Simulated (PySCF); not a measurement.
## Neon: a sound run and one with changed settings

Sound run: Ne [Ne], Ne⁺ [He] 2s2 2p5. Calculation: PySCF 2.14, in def2-TZVP; no relativity, point nucleus. In the sound run the correlated levels freeze 1s2. The sound run starts from symmetry-adapted Hartree-Fock orbitals and uses a fine grid where one is needed.

A second run was set up differently.

```tsv
species	method	sound run (hartree)	changed run (hartree)	converged
Ne	MP2	-128.80312	-128.82232	yes
Ne	CCSD(T)	-128.80984	-128.82930	yes
Ne⁺	MP2	-128.01175	-128.03063	yes
Ne⁺	CCSD(T)	-128.02629	-128.04548	yes
```

Ionisation energy of Ne:

| method | sound run (eV) | changed run (eV) |
| --- | --- | --- |
| UHF | 19.673 | 19.673 |
| MP2 | 21.534 | 21.543 |
| SCS-MP2 | 21.388 | 21.392 |
| CCSD | 21.274 | 21.281 |
| CCSD(T) | 21.321 | 21.329 |

(1) What was changed?
A. level shift left on
B. all electrons correlated in a valence basis
C. basis contracted for another Hamiltonian
D. a valence shell is frozen

Results:

(1) B. A valence basis has no tight correlating functions, so it recovers only part of the core correlation, and not evenly between atom and ion.
